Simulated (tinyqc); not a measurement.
RKS/BP86 in the sto-3g basis, for BH, spin multiplicity 1, step by step. One step of it, computed by the program tinyqc.

Task: Iteration 1: building the Kohn-Sham matrix. J_ij = sum D_kl (ij|kl); F = H + J + V_xc; E = tr D H + tr D J / 2 + E_xc + E_nn.

D at the start, lower triangle:
```
            1B 1s      1B 2s    1B 2px    1B 2py     1B 2pz     2H 1s
1B 1s    2.159489
1B 2s   -0.594518   2.214046
1B 2px   0.000000   0.000000  0.000000
1B 2py   0.000000   0.000000  0.000000  0.000000
1B 2pz  -0.016363   0.069937  0.000000  0.000000   2.084431
2H 1s    0.038563  -0.130315  0.000000  0.000000  -0.169266  0.020776
```

core Hamiltonian H = T + V (hartree), lower triangle:
```
             1B 1s      1B 2s     1B 2px     1B 2py     1B 2pz      2H 1s
1B 1s   -12.625386
1B 2s    -3.269286  -3.715722
1B 2px    0.000000   0.000000  -2.903105
1B 2py    0.000000   0.000000   0.000000  -2.903105
1B 2pz   -0.008702  -0.087038   0.000000   0.000000  -2.955563
2H 1s    -0.241331  -0.743411   0.000000   0.000000  -0.793862  -1.985981
```

Two-electron integrals (ij|kl) in chemists' order, unique and non-zero (hartree):
```
(11|11) 2.923513   (21|11) 0.518376   (21|21) 0.109262   (22|11) 0.744229
(22|21) 0.193177   (22|22) 0.544804   (31|31) 0.020264   (32|31) 0.029996
(32|32) 0.120346   (33|11) 0.742491   (33|21) 0.193240   (33|22) 0.544682
(33|33) 0.586773   (41|41) 0.020264   (42|41) 0.029996   (42|42) 0.120346
(43|43) 0.031630   (44|11) 0.742491   (44|21) 0.193240   (44|22) 0.544682
(44|33) 0.523513   (44|44) 0.586773   (51|51) 0.020264   (52|51) 0.029996
(52|52) 0.120346   (53|53) 0.031630   (54|54) 0.031630   (55|11) 0.742491
(55|21) 0.193240   (55|22) 0.544682   (55|33) 0.523513   (55|44) 0.523513
(55|55) 0.586773   (61|11) 0.037536   (61|21) 0.007885   (61|22) 0.014000
(61|33) 0.013945   (61|44) 0.013945   (61|51) 0.000555   (61|52) 0.001031
(61|55) 0.014118   (61|61) 0.000586   (62|11) 0.118560   (62|21) 0.031414
(62|22) 0.101499   (62|33) 0.098413   (62|44) 0.098413   (62|51) 0.003383
(62|52) 0.023099   (62|55) 0.107563   (62|61) 0.002417   (62|62) 0.030259
(63|31) 0.002689   (63|32) 0.013563   (63|53) 0.003995   (63|63) 0.002733
(64|41) 0.002689   (64|42) 0.013563   (64|54) 0.003995   (64|64) 0.002733
(65|11) 0.124901   (65|21) 0.033457   (65|22) 0.113704   (65|33) 0.108069
(65|44) 0.108069   (65|51) 0.005592   (65|52) 0.036045   (65|55) 0.124836
(65|61) 0.002656   (65|62) 0.039176   (65|65) 0.052416   (66|11) 0.303822
(66|21) 0.081784   (66|22) 0.299279   (66|33) 0.284552   (66|44) 0.284552
(66|51) 0.008549   (66|52) 0.080934   (66|55) 0.328289   (66|61) 0.006310
(66|62) 0.125794   (66|65) 0.174970   (66|66) 0.774606
```

nuclear repulsion = 1.52149859 hartree

V_xc (hartree), lower triangle:
```
            1B 1s      1B 2s     1B 2px     1B 2py     1B 2pz      2H 1s
1B 1s   -1.910653
1B 2s   -0.291459  -0.467320
1B 2px   0.000000   0.000000  -0.433727
1B 2py   0.000000   0.000000   0.000000  -0.433727
1B 2pz  -0.000400  -0.000337   0.000000   0.000000  -0.521818
2H 1s   -0.021539  -0.075423   0.000000   0.000000  -0.081367  -0.126772
```

E_xc = sum of w rho eps_xc = -4.57902690 hartree

Give: Coulomb J; Kohn-Sham matrix F; total energy of this density.

Result:

Coulomb J (hartree), lower triangle:
```
         1B 1s    1B 2s  1B 2px  1B 2py  1B 2pz   2H 1s
1B 1s   8.8284
1B 2s   1.8028   3.6614
1B 2px  0.0000   0.0000  3.6156
1B 2py  0.0000   0.0000  0.0000  3.6156
1B 2pz  0.0010  -0.0006  0.0000  0.0000  3.7403
2H 1s   0.1309   0.6524  0.0000  0.0000  0.7226  1.8414
```

Kohn-Sham matrix F (hartree), lower triangle:
```
          1B 1s    1B 2s  1B 2px  1B 2py   1B 2pz    2H 1s
1B 1s   -5.7077
1B 2s   -1.7579  -0.5217
1B 2px   0.0000   0.0000  0.2787
1B 2py   0.0000   0.0000  0.0000  0.2787
1B 2pz  -0.0081  -0.0880  0.0000  0.0000   0.2629
2H 1s   -0.1320  -0.1665  0.0000  0.0000  -0.1526  -0.2714
```

total energy of this density = -24.202522 hartree

This density is the starting one.
